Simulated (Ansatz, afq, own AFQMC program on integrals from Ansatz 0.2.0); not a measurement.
Atomization energy of BH2O, doublet

```yaml
atoms:
  - { symbol: B, position_ang: [0.0000, -0.2384, 0.7416] }
  - { symbol: O, position_ang: [0.0000, 0.1607, -0.5303] }
  - { symbol: H, position_ang: [0.0000, 0.5590, 1.6392] }
  - { symbol: H, position_ang: [0.0000, -0.5526, -1.1750] }
```

Connectivity, by distances: BH–OH.

Atoms in their ground-state spins without spin–orbit coupling (mostly on UHF) minus the molecule (UHF), without zero-point energy. The geometry is a stationary point, not shown to be a minimum.

Basis cc-pVDZ. Only valence electrons are correlated. Ansatz 0.2.0 and our own AFQMC program on the same integrals; the CISD trial comes from CCSD amplitudes, and released means the phaseless constraint is let go. Free projection: walkers drawn from exp(T), propagated without any constraint. Its projection time is finite, and what remains of the start isn't in its error. ± is one standard error of the sampling. The errors of all members are added in quadrature.

No full CI on the walks' own integrals is used here; CCSDT(Q) serves as the reference and is uncertain by about the last step of the cluster series. Each member takes its own surest rung, up to full CI.

The best estimate is CCSD(T) at the basis-set limit (CBS: def2-TZVPP and def2-QZVPP, with their diffuse functions for anions and beside diffuse sets, CCSD(T) itself extrapolated) plus the step from CCSD(T) to CCSDT(Q) in cc-pVDZ. Rows without CBS are in cc-pVDZ, the functionals in def2-TZVP; B2PLYP and the wave-function rows carry a basis error of their own. Core correlation and relativity beyond core potentials are missing, and ± holds the sampling alone.

Cautions: BH₂O (doublet): the released energies move by 1.5 errors or more from one time to the next, so no released level is given (meV from the phaseless value at times in 1/Eh: -1 ± 3 at 0.24, -3 ± 3 at 0.51, -3 ± 3 at 0.99, 9 ± 4 at 1.62, -7 ± 4 at 2.40), though the last usable value meets CCSDT(Q) within the noise; other spins of the molecule weren't checked.

Best estimate: 14.094 eV.

```tsv
level	atomization energy (eV)	error against the best estimate (eV)
HF	10.165	-3.929
MP2	13.315	-0.779
CCSD	12.773	-1.322
CCSD(T)	12.904	-1.190
ph-AFQMC/CISD	12.923 ± 0.004	-1.171 ± 0.004
free AFQMC	12.917 ± 0.004	-1.177 ± 0.004
HF/CBS	10.547	-3.547
MP2/CBS	14.529	0.435
CCSD(T)/CBS	14.077	-0.017
PBE	14.486	0.392
r2SCAN	14.354	0.260
PBE0	14.123	0.029
B3LYP	14.156	0.062
wB97M-V	14.131	0.037
B2PLYP	14.028	-0.066
surest rungs in cc-pVDZ	12.921	-1.173
```

Correlation beyond CCSD(T) adds 0.017 eV. Going to the basis-set limit adds 1.173 eV at CCSD(T). The perturbative (T) step is worth +0.131 eV. The functionals spread over 0.458 eV; PBE0 and wB97M-V come nearest and PBE is 0.392 eV too high.

Best estimates are given only where the step beyond CCSD(T) is under 0.3 eV and no member's determinant is very poor (T1 over 0.05, or 0.07 for open shells, ⟨S²⟩ too high by 0.3, two states mixed), so the hardest cases are missing from such tables.

The functionals ran in a triple-zeta set and keep a basis error of their own, a few kJ/mol for each bond in atomization energies and more for double hybrids, so close places among them and the extrapolated levels can swap.

Free projections are given only where their last times agree within the noise and don't stop above the reference; a slow remainder of the start can still hide under it. Each member of a difference takes its own highest rung, so a best estimate needn't equal the limit plus the step of one row. A walk keeps the symmetry of its determinant, which the program's search chose and which needn't be the lowest solution, so a lower state of the same spin and another symmetry isn't excluded.
